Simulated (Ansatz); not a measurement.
System: dimethyl thioether, C2H6S, net charge 0, singlet state. SMILES: CSC
Geometry: optimised at B3LYP-D3(BJ)/def2-TZVP (Ansatz, an electronic-structure program).

Computed values are from Ansatz. Cores are frozen in the correlated levels unless marked. Open shells are spin-unrestricted. No spin-orbit coupling. Non-relativistic. Basis-set limits of correlation are two-point, X^-3; Hartree-Fock from the larger set. [CCSD(T)-MP2]/basis is that difference in the basis named.

| Item | Result |
|---|---|
| atomisation energy De | 3216.4 kJ/mol at RI-MP2/CBS(aug-cc-pV(T+d)Z,aug-cc-pV(Q+d)Z)+[CCSD(T)-MP2]/aug-cc-pV(T+d)Z |
| total energy | -477.4849 Eh at RI-MP2/CBS(aug-cc-pV(T+d)Z,aug-cc-pV(Q+d)Z)+[CCSD(T)-MP2]/aug-cc-pV(T+d)Z |
| dipole moment | 1.60 D at CCSD(T)/aug-cc-pV(D+d)Z |
| T1 diagnostic | 0.009 at CCSD/aug-cc-pV(T+d)Z |
| measured enthalpy of formation, 298 K | -37.2 kJ/mol (G2/97 table in ASE (Curtiss et al.); older table, unchecked) |
| measured dipole moment | 1.50 D (NIST CCCBDB, as tabulated in the package chemicals; older table, unchecked) |
